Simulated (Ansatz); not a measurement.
Coupled-cluster diagnostics for the cluster P2S4⁺, Ansatz.

Geometry of the doublet (PBE0-D4/def2-SVP):

```xyz
6

P    -1.646    0.233   -1.272
P     1.769    1.060   -0.145
S    -0.040   -1.596    0.868
S     1.366   -0.201    1.453
S    -1.784   -0.417    0.692
S     0.335    0.920   -1.596
```

Correlated methods freeze 30 core orbitals. Another isomer (doublet) lies 1.00 eV lower at PBE0-D4/def2-TZVP; other spin states weren't run for this one.

Estimate the CCSD(T) correlation energy, the shares of MP2 and (T), T1 and the reference's ⟨S²⟩ for: charge 1, doublet, own geometry in def2-SVP; and the rough time on 4 threads of Arm Neoverse V1 on a shared host.


```csv
state,basis,correlation (eV),MP2 share (%),(T) share (%),T1,⟨S²⟩ (pure),wall time,remarks
"charge 1, doublet, own geometry",def2-SVP,-22.231,87.1,5.1,0.035,0.90 (0.75),16 s,spin-contaminated
```
Customary marks for T1 are 0.02 (closed shells), 0.045 (open shells) and about 0.05 (3d metals). T1 exceeds 0.02 in 1 of 1 rows and 0.045 in 0; the higher it lies, the less the single-reference result can be trusted.
